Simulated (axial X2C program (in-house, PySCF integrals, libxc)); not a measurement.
# Linear FPF⁻ at several levels

One table from this session's results is given with a row withheld; the runs are named, their logs left out.

Method: all-electron X2C, two-component (2c) or spin-free, F dyall-av3z, P dyall-v3z; program: an in-house X2C program for linear molecules on PySCF integrals.

All values are calculated.

2 further runs of the same task are left out: 2 set aside as unsound or not needed.

Set-up of the first run:

File task.json:

```json
{"zs": [9, 15, 9], "q": -1, "bas": ["dyall-av3z", "dyall-v3z", "dyall-av3z"], "r0": [1.75, 1.75], "symm": 1, "scan": ["PBE0", "HF", "BHandHLYP"], "levels": ["PBE0", "HF", "BHandHLYP"], "nst": 2}
```

Keys: zs atomic numbers; q charge; bas basis sets; r0 starting distance in Å; symm equal bonds; scan levels of the two-bond scan (MP2 follows by itself at each HF point); levels methods; nst determinants followed.

On the command line:

```console
$ python solin.py task.json out
```

Masses F 18.998, P 30.974, F 18.998 u.

Among the steps run: Scan at PBE0, 2c; Scan at HF, 2c; Scan at BHandHLYP, 2c.

One of the session's tables, all rows but one given; the rest of the session is left out.

```
               level  r(F–P) (Å)  r(P–F) (Å)  lower stretch (cm⁻¹)  upper stretch (cm⁻¹)
            PBE0, 2c       1.829       1.829                 415.5                 436.0
              HF, 2c       1.831       1.831                 305.9                 404.7
       BHandHLYP, 2c       1.824       1.824                 400.0                 414.0
             MP2, 2c       1.841       1.841                 412.6                 435.9
     PBE0, spin-free       1.829       1.829                 415.7                 436.3
       HF, spin-free       1.831       1.831                 306.2                 404.9
BHandHLYP, spin-free       1.824       1.824                 400.3                 414.2
      MP2, spin-free           ?           ?                     ?                     ?
```

Estimate the missing values for MP2, spin-free.

The run gave: r(F–P) (Å): 1.841; r(P–F) (Å): 1.841; lower stretch (cm⁻¹): 412.7; upper stretch (cm⁻¹): 436.2.

Scans not shown above were run alike.

To keep in mind: For an anion the highest level of a functional can be positive, and the basis then holds the extra electron. The molecule was held linear; bending was not examined, so a bent shape may lie lower.
